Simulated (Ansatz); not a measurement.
**HBAl, doublet: reading a ladder of total energies**

Geometry: a PBE0/def2-TZVP stationary point for this spin, not checked as a minimum.

```xyz
3

B     0.0000   -0.0920    0.3143
Al    0.0000   -0.0334   -1.8050
H     0.0000    0.1253    1.4907
```

Basis 6-31G; Ansatz 0.2.0. Only valence electrons are correlated (noble-gas cores frozen), which leaves 7 electrons in 18 orbitals. R marks a restricted (for open shells ROHF) determinant, U an unrestricted one.

Full CI is exact within this basis and frozen core; it isn't the basis-set limit. The frozen core follows each run's orbitals, which can shift R against U totals by a few meV.

UCCSD has a T1 diagnostic of 0.031 and a largest doubles amplitude of 0.11.

The cluster runs stand on a determinant 0.10 eV above the lowest UHF solution, chosen by a search with trial CCSD; the correlation energy below is counted from it.

Runs differ by some tens of microhartree through their thresholds and, for an open shell, their frozen cores, so the step to full CI, which has another core, is uncertain by up to 0.1 kcal/mol.

```
                                 level  total energy (hartree)
UHF determinant under the cluster runs             -267.028130
                                  UMP2             -267.088429
                                 UCCSD             -267.116118
                              UCCSD(T)             -267.118013
                                UCCSDT             -267.118961
                             UCCSDT(Q)             -267.119099
                               UCCSDTQ             -267.119145
                               full CI             -267.119149
```

**Question.** What is the correlation energy at full CI, and what share of it do UMP2 and UCCSD(T) recover?

**Answer.** E(corr) = -267.119149 − (-267.028130) = -0.091019 hartree = -2.477 eV. UMP2: -0.060299 / -0.091019 = 66.25 %. UCCSD(T): -0.089883 / -0.091019 = 98.75 %.

**Question.** By how many kcal/mol does UCCSD(T) miss full CI (1 hartree = 627.509 kcal/mol), and which steps make up the rest?

**Answer.** -267.118013 − (-267.119149) = 0.001136 hartree = 0.71 kcal/mol. Steps: UCCSDT − UCCSD(T) = -0.59, UCCSDT(Q) − UCCSDT = -0.09, UCCSDTQ − UCCSDT(Q) = -0.03, full CI − UCCSDTQ = 0.00 kcal/mol. That is within 1 kcal/mol of the reference in this basis, which itself misses far more of the correlation at the basis-set limit.
